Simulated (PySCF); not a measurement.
Na₂⁺: one state, many levels of theory

State: ²Σg⁺ (doublet), unpaired electrons σ ↑. Set-up: basis Na x2c-SVPall; spin-free X2C with a Gaussian nucleus; PySCF 2.14. De refers to Na⁺ + Na in their ground configurations, without counterpoise correction. The functionals are run spin-unrestricted.

| Level | Re (Å) | ωe (cm⁻¹) | De (eV) |
| --- | --- | --- | --- |
| UHF | 3.786 | 111 | 0.94 |
| UHF-MP2 | 3.773 | 113 | 0.95 |
| UHF-SCS-MP2 | 3.774 | 113 | 0.95 |
| UHF-CCSD | 3.772 | 113 | 0.95 |
| UHF-CCSD(T) | 3.772 | 113 | 0.95 |
| PBE | 3.704 | 101 | 1.07 |
| revPBE | 3.754 | 99.8 | 1.07 |
| r²SCAN | 3.692 | 108 | 0.99 |
| M06-L | 3.929 | 96.5 | 0.86 |
| PBE0 | 3.694 | 107 | 1.04 |
| ωB97X | 3.816 | 108 | 0.94 |
| B2PLYP | 3.671 | 110 | 1.00 |

(1) Which functional lies closest to UHF-CCSD(T) in De, which farthest, and by how much do they differ from it?

(2) What does a quarter of exact exchange do here, going from PBE to PBE0?

(3) What does all correlation do here, going from UHF to UHF-CCSD(T)?

Correlated steps freeze 2 core orbitals. Correlated levels converge slowly with the basis: in double zeta they bind strong bonds too weakly, by up to about 1 eV, and carry superposition errors of some tenths. B2PLYP dipoles, levels and charges come from its SCF part alone. The state is the lowest determinant that a PBE0 search found; another state may lie lower at other levels.

The whole job (state search and all levels along the bond) took about 0.74 min on 1 thread of Arm Neoverse V1 (shared host), peak memory 0.37 GiB.

Answers

(1) Closest is ωB97X (+4.4 pm in Re, -4.4 % in ωe, -0.01 eV in De against UHF-CCSD(T) in the same basis), farthest PBE (-6.8 pm in Re, -10.6 % in ωe, +0.12 eV in De). CCSD(T) converges more slowly with the basis than the functionals do and binds too weakly in this one, so the order can change at the basis-set limit.

(2) PBE0 less PBE: -1.0 pm in Re, +5.9 % in ωe, -0.03 eV in De. Exact exchange removes part of the self-interaction that spreads semilocal densities, and in most molecules shortens and stiffens the bond and lowers De; so it does here.

(3) UHF-CCSD(T) less UHF: -1.4 pm in Re, +1.8 % in ωe, +0.01 eV in De. Correlation nearly always deepens the well. The bond shortens, as in weak, metallic or heavy-atom bonds, where dispersion and the correlation of outer-core electrons pull the atoms together.
